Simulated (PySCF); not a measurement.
**B2H, quartet: reading a ladder of total energies**

Geometry: a point of a breathe scan, not a stationary point.

```xyz
3

B     0.0000    0.0000    0.1299
B     0.0000    0.0000   -1.6019
H     0.0000    0.0000    1.4719
```

Basis 6-31G; PySCF 2.14.0. Correlated methods freeze the noble-gas cores, which leaves 7 electrons in 18 orbitals. Prefix R: restricted or restricted open-shell reference; prefix U: unrestricted.

Full CI is exact within this basis and frozen core; it isn't the basis-set limit. The frozen core follows each run's orbitals, which can shift R against U totals by a few meV.

Restricted and unrestricted runs freeze slightly different cores, so the step to full CI, which has another core, is uncertain by up to 0.1 kcal/mol.

| level | total energy (hartree) |
| --- | --- |
| UHF | -49.742947 |
| UMP2 | -49.816981 |
| UCCSD | -49.840505 |
| UCCSD(T) | -49.843466 |
| UCCSDT | -49.844433 |
| full CI | -49.844856 |

Problem. What is the correlation energy at full CI, and what share of it do UMP2 and UCCSD(T) recover?

Solution. E(corr) = -49.844856 − (-49.742947) = -0.101909 hartree = -2.773 eV. UMP2: -0.074034 / -0.101909 = 72.65 %. UCCSD(T): -0.100519 / -0.101909 = 98.64 %.

Problem. By how many kcal/mol does UCCSD(T) miss full CI (1 hartree = 627.509 kcal/mol), and which steps make up the rest?

Solution. -49.843466 − (-49.844856) = 0.001390 hartree = 0.87 kcal/mol. Steps: UCCSDT − UCCSD(T) = -0.61, full CI − UCCSDT = -0.27 kcal/mol. Differences between like states or geometries often cancel part of this.
